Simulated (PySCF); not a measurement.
# ClH₂LiO, a complex of two parts: interaction energy

The task here is to estimate one member of a computed series from the others.

Programs: PySCF 2.14.0. All values are calculated, for the isolated system unless a continuum is named. Atoms count from 0, parts from 1.

### Starting point

5 atoms, charge 0, multiplicity 1; geometry: GFN2-xTB. Parts: 1 = atoms 0–1, `[Li][Cl]`, charge 0; 2 = atoms 2–4, `O`, charge 0.

Set-up of the first run:

The job: settings as JSON, then the geometry in Å.

```
{"job": {"xc": "PBE0", "basis": "def2-SVPD", "d3": "d3bj", "grid": 2, "kind": "geom", "shake": 0.01}, "charge": 0, "multiplicity": 1, "parts": [{"atoms": "0-1", "charge": 0, "multiplicity": 1}, {"atoms": "2-4", "charge": 0, "multiplicity": 1}]}
Li     0.439555     0.333954    -0.800142
Cl    -0.681716    -0.026198     0.872128
O      0.396486     2.220307    -0.755835
H     -0.076117     2.110633     0.059628
H      0.518692     3.162208    -0.891226
```

The run is started by

```
$ OMP_NUM_THREADS=1 python cluster_run.py task.json out
```

The driver reads the jobs from task.json and runs them one after another.

Steps of the session up to this table: Optimising the geometry at PBE0-D3(BJ)/def2-SVPD; Coupled-cluster interaction energy: CCSD(T) and MP2.

One table of the session follows, with a row left open; its other results are not shown here.

It belongs to the step «Coupled-cluster interaction energy: CCSD(T) and MP2». 

```
                 method  interaction energy (kcal/mol)
         HF/aug-cc-pVDZ                         -18.63
        MP2/aug-cc-pVDZ                         -19.12
       CCSD/aug-cc-pVDZ                         -18.77
    CCSD(T)/aug-cc-pVDZ                         -18.86
         HF/aug-cc-pVTZ                              ?
        MP2/aug-cc-pVTZ                         -20.44
    SCS-MP2/aug-cc-pVTZ                         -19.58
      MP2, extrapolated                         -20.92
CCSD(T), limit estimate                         -20.65
```

Q: Estimate the row for HF/aug-cc-pVTZ from the others.

As computed: interaction energy (kcal/mol): -18.81. In the column «interaction energy (kcal/mol)» it lies between CCSD(T)/aug-cc-pVDZ (-18.86) and CCSD/aug-cc-pVDZ (-18.77).

In this run the core of Li (1s) is correlated, in a basis without core functions; only the other cores are frozen.

To keep in mind: The interaction energy leaves out the deformation of the parts, 1.24 kcal/mol (MP2); added to the CCSD(T) estimate it gives a binding of about -19.42 kcal/mol.
